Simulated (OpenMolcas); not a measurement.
# CH5Al (SMILES [CH3][AlH2]): levels of theory compared

We compute a comparison of 6 runs (HF/STO-3G, HF/def2-SVP, B3LYP/6-31G*, MP2/def2-SVP, SOS-MP2/def2-SVP, CCSD(T)/6-311G**) of CH5Al. 

The results are computed with OpenMolcas 26.06.

8 further runs of the same task are left out: 2 that didn't finish, 6 set aside as unsound or not needed.

## 1. Starting point

CH5Al: 7 atoms, total charge 0, spin state singlet. SMILES: `[CH3][AlH2]`. The coordinates come from a PBE0-D4/def2-TZVP relaxation.

Bond lengths: C1–Al2 1.950 Å, C1–H3 1.093 Å, C1–H4 1.097 Å, C1–H5 1.093 Å, Al2–H6 1.590 Å, Al2–H7 1.590 Å. Angles: C1–Al2–H6 120.6°, C1–Al2–H7 120.6°, Al2–C1–H3 112.6°, Al2–C1–H4 109.5°, Al2–C1–H5 112.5°, H6–Al2–H7 118.8°, H3–C1–H4 106.7°, H3–C1–H5 108.6°, H4–C1–H5 106.6°.

## 2. Energy and forces at HF/STO-3G (run 1)

File run.input:

```
* CH5Al Hartree-Fock
&GATEWAY
BasLib
$CurrDir
BasisSet
C.STO-3G....
C1 -0.448500 -0.695600 -0.355500 angstrom
End of Basis
BasisSet
Al.STO-3G....
Al2 0.562900 0.778300 0.424700 angstrom
End of Basis
BasisSet
H.STO-3G....
H3 -1.063100 -1.219600 0.380800 angstrom
H4 -1.134400 -0.306400 -1.118200 angstrom
H5 0.193400 -1.425500 -0.855600 angstrom
H6 0.016000 1.549300 1.703400 angstrom
H7 1.934800 1.251600 -0.225400 angstrom
End of Basis
&SEWARD
&SCF
Thresholds
1e-10 1e-07 1e-07 1e-05
PrOrbitals
1
&ALASKA
```

The basis set STO-3G is read from a file made from the Basis Set Exchange's data (not shown).

Started as:

```
$ export MOLCAS_MEM=1860
$ pymolcas run.input > run.log
```

The program printed:

```text
--- Start Module: gateway ---
[...]
--- Stop Module: gateway /rc=_RC_ALL_IS_WELL_ ---
[...]
      Basis functions           19
[...]
--- Start Module: scf ---
[...]
       Convergence after   9 Iterations
[...]
::    Total SCF energy                               -279.3183976691
[...]
      Total spin, S                                     0.0000000000
[...]
      Total electronic charge=   24.000000
      Total            charge=   -0.000000
[...]
      Dipole Moment (debye):
      Origin of the operator (angstrom)=    0.2215    0.2840    0.1608
                   X=  6.3588E-02               Y=  5.4911E-02               Z=  5.5952E-02           Total=  1.0094E-01
      Quadrupole Moment (debye*angstrom):
[...]
--- Stop Module: scf /rc=_RC_ALL_IS_WELL_ ---
--- Start Module: alaska ---
[...]
 *              Molecular gradients               *
 **************************************************
  Irreducible representation: a
 ------------------------------------------------------------------------------------------
                              X                       Y                       Z
 ------------------------------------------------------------------------------------------
  C1               -5.66897524811338E-03   -1.57704080589882E-02   -2.82309709571460E-03
  AL2              -1.41413720950752E-02   -2.14197246039882E-02   -1.07486677210868E-02
  H3               -6.10162692747895E-03   -2.59462135524013E-03    6.61045314284148E-03
  H4               -6.28676849983512E-03    4.88299482235133E-03   -7.28162911578956E-03
  H5                6.18580774464128E-03   -4.65234519161539E-03   -5.50547748960906E-03
  H6               -1.57049994812093E-02    2.42313018163840E-02    3.87350263685518E-02
  H7                4.17179345070675E-02    1.53228025710899E-02   -1.89866080891901E-02
 ------------------------------------------------------------------------------------------
--- Stop Module: alaska /rc=_RC_ALL_IS_WELL_ ---
[...]
```

It took 1.8 s on 1 thread of Arm Neoverse V1, shared host; peak memory 0.37 GiB.

## 3. Energy and forces at HF/def2-SVP (run 2)

File geom.xyz:

```xyz
7

C     -0.448500    -0.695600    -0.355500
Al     0.562900     0.778300     0.424700
H     -1.063100    -1.219600     0.380800
H     -1.134400    -0.306400    -1.118200
H      0.193400    -1.425500    -0.855600
H      0.016000     1.549300     1.703400
H      1.934800     1.251600    -0.225400
```

File mol.inp:

```
&GATEWAY
BasLib=$CurrDir
Coord=geom.xyz
Basis=def2-SVP
Group=NoSym
&SEWARD
&SCF
Thresholds=1e-10 1e-07 1e-07 1e-05
PrOrbitals=1
&ALASKA
```

The basis set def2-SVP is read from a file made from the Basis Set Exchange's data (not shown).

Started as:

```
$ export MOLCAS_MEM=1860
$ pymolcas mol.inp > mol.log
```

The program printed:

```text
--- Start Module: gateway ---
[...]
--- Stop Module: gateway /rc=_RC_ALL_IS_WELL_ ---
[...]
      Basis functions           57
[...]
--- Start Module: scf ---
[...]
       Convergence after  11 Iterations
[...]
::    Total SCF energy                               -282.5755922792
[...]
      Total spin, S                                     0.0000000000
[...]
      Total electronic charge=   24.000000
      Total            charge=   -0.000000
[...]
      Dipole Moment (debye):
      Origin of the operator (angstrom)=    0.2215    0.2840    0.1608
                   X= -3.3519E-01               Y= -5.1545E-01               Z= -2.5421E-01           Total=  6.6533E-01
      Quadrupole Moment (debye*angstrom):
[...]
--- Stop Module: scf /rc=_RC_ALL_IS_WELL_ ---
--- Start Module: alaska ---
[...]
 *              Molecular gradients               *
 **************************************************
  Irreducible representation: a
 ------------------------------------------------------------------------------------------
                              X                       Y                       Z
 ------------------------------------------------------------------------------------------
  C1                2.39723675606074E-03    2.68584440913644E-03    2.09254568769346E-03
  AL2              -3.50856904651486E-03   -4.97904880284583E-03   -2.73229217595894E-03
  H3                1.29764288098633E-04    5.91922523414556E-04   -5.55783988154257E-05
  H4                2.33450999548079E-04    2.03105911738444E-04    1.98124755308449E-04
  H5                9.11006142243487E-05    5.61048398194153E-04   -5.11772448907877E-06
  H6               -7.57925681785010E-04    6.33654012031304E-04    1.33968054093669E-03
  H7                1.41494207038706E-03    3.03473548380229E-04   -8.37362684631637E-04
 ------------------------------------------------------------------------------------------
--- Stop Module: alaska /rc=_RC_ALL_IS_WELL_ ---
[...]
```

Wall time 2.9 s (1 thread of Arm Neoverse V1, shared host); peak memory 0.39 GiB.

Runs 3 to 5 aren't shown in full; the table further down has their settings and results.

## 4. The energy at CCSD(T)/6-311G(d,p) (run 6)

geom.xyz is that of step 3.

File test.input:

```
* CH5Al CCSD(T)

&gateway
 baslib=$CurrDir
 coord=geom.xyz
 basis=6-311Gss
 group=NoSym

&seward

&scf
 thresholds=1e-10 1e-07 1e-07 1e-05
 prorbitals=1 1

&rasscf
 fileorb=$Project.ScfOrb
 spin=1
 nactel=0 0 0
 inactive=12
 ras2=0
 outorbitals=Canonical
 orblisting=Few

&motra
 jobiph
 frozen=6

&ccsdt
 cct
 triples=2
 iterations=80
 accuracy=1e-08
 extrapolation=5 4
```

The basis set 6-311G** is read from a file made from the Basis Set Exchange's data (not shown).

Started as:

```
$ export MOLCAS_MEM=1860
$ pymolcas test.input > test.log
```

The program printed:

```text
--- Start Module: gateway ---
[...]
--- Stop Module: gateway /rc=_RC_ALL_IS_WELL_ ---
[...]
      Basis functions           74
[...]
       Convergence after  11 Iterations
[...]
::    Total SCF energy                               -282.6955156694
[...]
      Total spin, S                                     0.0000000000
[...]
      Number of active orbitals                  0
[...]
      Spin quantum number                      0.0
[...]
      Active orbitals                            0
[...]
      Number of CSFs                             1
[...]
      Number of root(s) required                 1
[...]
      Convergence after  4 iterations
[...]
      Natural orbitals and occupation numbers for root  1
      ************************************************************************************************************************
      *                                                    Final results                                                     *
      ************************************************************************************************************************
[...]
::    RASSCF root number  1 Total energy:   -282.69551567
[...]
      Total electronic charge=   24.000000
      Total            charge=   -0.000000
[...]
      Dipole Moment (debye):
      Origin of the operator (angstrom)=    0.2215    0.2840    0.1608
                   X= -3.0134E-01               Y= -4.6778E-01               Z= -2.2771E-01           Total=  6.0123E-01
      Quadrupole Moment (debye*angstrom):
[...]
--- Start Module: motra ---
[...]
      *** WARNING: Default frozen orbitals is overwritten by user input.
      *** Default values:   3
[...]
--- Stop Module: motra /rc=_RC_ALL_IS_WELL_ ---
--- Start Module: ccsdt ---
[...]
      Convergence after                    14  Iterations
      Total energy (diff) :    -282.96051486      -0.00000001
[...]
 METHOD                       : CCSD+T(CCSD)+<T3(1)WT1> = CCSD(T)
[...]
       CCSD     =      -282.9605148649143
[...]
--- Stop Module: ccsdt /rc=_RC_ALL_IS_WELL_ ---
[...]
```

It took 12 s on 1 thread of Arm Neoverse V1, shared host; peak memory 0.43 GiB.

## 5. Overview of the runs

| run | level | Cartesian functions | integration grid | energy (Eh) | dipole moment (D) of the reference | HOMO energy (eV) | LUMO energy (eV) | wall time |
| --- | --- | --- | --- | --- | --- | --- | --- | --- |
| 1 | HF/STO-3G | no | – | -279.318398 | 0.10 | -8.90 | 8.89 | 1.8 s |
| 2 | HF/def2-SVP | no | – | -282.575592 | 0.67 | -11.20 | 1.49 | 2.9 s |
| 3 | B3LYP/6-31G* (Cartesian functions) | yes | UltraFine | -283.533382 | 0.77 | -7.70 | -1.43 | 13 s |
| 4 | MP2/def2-SVP | no | – | -282.794547 | 0.67 | -11.20 | 1.49 | 2.5 s |
| 5 | SOS-MP2/def2-SVP (RICD fitting) | no | – | -282.807836 | 0.67 | -11.20 | 1.49 | 2 s |
| 6 | CCSD(T)/6-311G** | no | – | -282.967166 | 0.60 | -11.16 | 1.09 | 12 s |

## 6. Results

| quantity | value |
| --- | --- |
| run 6: total energy | -282.96717 Eh |
| run 6: dipole moment (mean-field density) | 0.60 D |
| run 6: HOMO energy (Hartree–Fock orbitals) | -11.16 eV |
| run 6: LUMO energy (Hartree–Fock orbitals) | 1.09 eV |
| run 6: HOMO–LUMO gap (Hartree–Fock orbitals) | 12.25 eV |
| run 6: correlation energy (6 core orbitals frozen) | -271.7 mEh |
| run 6: (T) correction | -6.65 mEh |

Below the HF energy at the same shape and in the same basis (def2-SVP): MP2 -219.0 mEh; SOS-MP2 -232.2 mEh. Over runs 1, 2, 3 the dipole moment (its size) runs from 0.10 D (HF/STO-3G) to 0.77 D (B3LYP/6-31G*). The two ends differ in method and basis. The two dipoles point in opposite directions. Over runs 1, 2, 3 the HOMO–LUMO gap runs from 6.27 eV (B3LYP/6-31G*) to 17.79 eV (HF/STO-3G). In run 1 the basis is minimal, so the values are rough. All runs together took 34 s, the longest 13 s.
